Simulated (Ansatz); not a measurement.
Input file:

```yaml
crystal:
  periodic: [false, false, false]
  atoms:
    - {symbol: B, position_ang: [0.000000, 0.000000, -0.724400]}
    - {symbol: Al, position_ang: [0.000000, 0.000000, -2.665200]}
    - {symbol: H, position_ang: [0.000000, 0.000000, 3.389600]}
basis:
  gaussian: {orbitals: 6-31G}
magnetization: {spin_polarized: false, initial_magnetization: 3}
correlation: {method: fci, electrons: outside_noble_gas}
```

```sh
$ ansatz run in.yaml --threads 1 --pin off --events-out ev --progress --plain --max-ram 2393MiB
```

Output:

```
490 factors; integrals over basis functions are off by at most 1.8e-7 eV
mean field evaluation 1: about -7261.4646 eV, gradient 6.0e0 eV
mean field evaluation 2: about -7261.4676 eV, gradient 6.0e0 eV
mean field evaluation 4: about -7262.0415 eV, gradient 1.6e0 eV
mean field evaluation 8: about -7262.1843 eV, gradient 6.2e-2 eV
mean field evaluation 16: about -7262.2127 eV, gradient 3.5e-1 eV
mean field evaluation 32: about -7262.5236 eV, gradient 2.7e-6 eV
mean field evaluation 64: about -7262.5232 eV, gradient 1.2e-1 eV
mean field evaluation 96: about -7262.1828 eV, gradient 2.9e-6 eV
mean field evaluation 128: about -7262.2052 eV, gradient 4.1e0 eV
mean field evaluation 160: about -7262.1827 eV, gradient 5.1e-2 eV
mean field evaluation 192: about -7262.5236 eV, gradient 2.2e-6 eV
mean field -7262.52356206 eV, -266.8928181906 hartree, gradient 2.2e-6 eV, S^2 3.750000; 17 other end points of the search recorded, 0 dependent functions left out
determinant -7262.52356206 eV, -266.8928181906 hartree, with singles and doubles -7264.60166771 eV, -266.9691871645 hartree
determinant -7262.18280139 eV, -266.8802954666 hartree, with singles and doubles -7265.05333189 eV, -266.9857855171 hartree
determinant -7260.57421904 eV, -266.8211811558 hartree, with singles and doubles -7262.91320812 eV, -266.9071374190 hartree
determinant -7259.72383605 eV, -266.7899301571 hartree, with singles and doubles -7262.65080124 eV, -266.8974941442 hartree
determinant -7262.52356206 eV, -266.8928181906 hartree, with singles and doubles -7264.60270238 eV, -266.9692251880 hartree
determinant -7262.18280139 eV, -266.8802954666 hartree, with singles and doubles -7265.05040437 eV, -266.9856779326 hartree
unrestricted determinant -7262.85906251 eV, -266.9051476044 hartree, S^2 4.4224
6 core orbitals not correlated: weight in the atoms' cores, before any rotation towards them, 1.000 or more for the frozen orbitals, at most 0.000 for the correlated occupied ones
reference -7262.52356206 eV, -266.8928181906 hartree; 5, 2 occupied and 13, 16 virtual orbitals, 490 factors
state -7265.26744030 eV, -266.9936538558 hartree
6 core orbitals not correlated: weight in the atoms' cores, before any rotation towards them, 1.000 or more for the frozen orbitals, at most 0.000 for the correlated occupied ones
state -7265.26824832 eV, -266.9936835502 hartree
Total energy: -7265.26824832 eV, -266.9936835502 hartree
```

Natural occupations: 1.9470 1.7514 1.0000 0.9639 0.9639 0.2026 0.0619 0.0619 0.0226 0.0059 0.0046 0.0046 0.0037 0.0017 0.0016 0.0016 0.0011 0.0000.

Ran on 1 thread of Arm Neoverse V1, shared host: 16 s wall, 0.18 GiB peak host memory.
